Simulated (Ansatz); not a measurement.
Two structures of CH2Cl2, closed shell, reached by relaxing down either side of one saddle point (PBE0-D4/def2-TZVP). Energies are electronic, without zero-point energy. Computed with Ansatz 0.2.0 (basis: def2-TZVPP and def2-QZVPP); correlated methods freeze the cores. Extrapolation: Hartree–Fock as exp(−7.88 √X), correlation as X^−2.97. First:

```csv
atom,x (Å),y (Å),z (Å)
C1,-0.2154,-0.7108,0.5368
Cl2,-0.1863,-0.6981,2.2428
Cl3,-0.7359,-2.2386,-0.0167
H4,0.4811,1.5336,-1.1624
H5,0.6565,2.1140,-1.6005
```

Second:

```
atom    x (Å)    y (Å)    z (Å)
  C1   0.0568   0.1034  -0.0843
 Cl2  -0.0356   0.2198   1.6718
 Cl3  -0.6143  -1.4022  -0.7077
  H4   1.1027   0.1520  -0.3717
  H5  -0.5096   0.9271  -0.5080
```

**Question.** Which bonds change from the first to the second?

**Answer.** CCl₂ + H₂ → CH₂Cl₂ ([Cl][CH2][Cl]); bonds formed: C1–H4, C1–H5; bonds broken: H4–H5.

**Question.** Give the saddle point's structure and its height above each. (To be estimated.)

**Answer.** The calculation gives: 16.44 kcal/mol above the first and 101.07 kcal/mol above the second (CCSD(T) at an estimated basis limit (MP2 extrapolated from triple and quadruple zeta, plus CCSD(T) − MP2 in triple zeta)).
```xyz
5
angstrom
C 0.3674 -0.3935 0.1789
Cl -0.1991 0.1212 1.7315
Cl -0.7628 -1.4585 -0.5859
H 0.6593 0.6237 -0.5855
H -0.0648 1.1072 -0.7390
```

The T1 diagnostic stays at or below 0.020. The restricted Hartree–Fock reference is unstable towards an unrestricted one at one or more of these structures.

Labels in which every atom is bracketed show which atoms are joined, not bond orders.

For scale, one of the runs: CCSD(T)/def2-TZVPP, 143 basis functions, launched by `ansatz run in.yaml --threads 2 --pin off --events-out ev --progress --plain --max-ram 4352MiB`. Time: 21 s of wall clock on 2 CPU threads of an Arm Neoverse N1; the host was shared. Peak host memory: 0.78 GiB.
